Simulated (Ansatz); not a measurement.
Dissociation curve of OH, doublet.

Methods: UKS-PBE = unrestricted PBE/aug-cc-pVDZ in Ansatz (a first-principles code); UKS-CAM-B3LYP = unrestricted CAM-B3LYP/aug-cc-pVDZ (Ansatz); FCI = full CI/aug-cc-pVDZ, frozen core (Ansatz).

Energies relative to the lowest point of each curve between 0.81 and 1.21 Å, where full CI is lowest, in mEh; the last columns give the error against full CI:

```tsv
R / Å	UKS-PBE	UKS-CAM-B3LYP	FCI	UKS-PBE − FCI	UKS-CAM-B3LYP − FCI
0.70	145.2	140.4	142.5	2.8	-2.1
0.76	76.4	72.6	73.9	2.5	-1.3
0.81	40.6	37.6	38.4	2.1	-0.9
0.84	25.9	23.4	24.1	1.8	-0.7
0.88	12.4	10.6	11.1	1.4	-0.4
0.92	4.4	3.4	3.6	0.8	-0.3
0.95	1.3	0.7	0.8	0.4	-0.1
0.98	0.0	0.0	0.0	0.0	0.0
1.01	0.3	0.9	0.7	-0.4	0.1
1.04	1.9	3.0	2.7	-0.8	0.3
1.10	7.9	10.2	9.5	-1.5	0.7
1.15	15.0	18.3	17.1	-2.0	1.2
1.21	25.2	29.6	27.7	-2.5	2.0
1.31	44.1	50.6	46.8	-2.7	3.8
1.42	65.7	74.3	67.9	-2.2	6.4
1.56	91.9	102.3	92.2	-0.2	10.1
1.71	116.3	125.4	113.5	2.8	12.0
1.89	137.3	143.4	132.0	5.3	11.3
2.15	154.4	157.3	147.4	6.9	9.9
2.40	162.8	163.8	154.1	8.7	9.7
2.79	169.0	168.2	157.8	11.1	10.3
3.31	171.9	169.9	159.0	12.8	10.9
```

UKS-PBE is furthest from FCI at 3.31 (12.8 mEh, above); its mean absolute error over the points is 3.3 mEh.

UKS-CAM-B3LYP is furthest from FCI at 1.71 (12.0 mEh, above); its mean absolute error over the points is 4.3 mEh.

The unrestricted determinant behind UKS-PBE is spin-contaminated at 1.71 to 3.31 Å (<S²> up to 1.7, against 0.75 for a pure doublet). The unrestricted determinant behind UKS-CAM-B3LYP is spin-contaminated at 1.56 to 3.31 Å (<S²> up to 1.7, against 0.75 for a pure doublet).
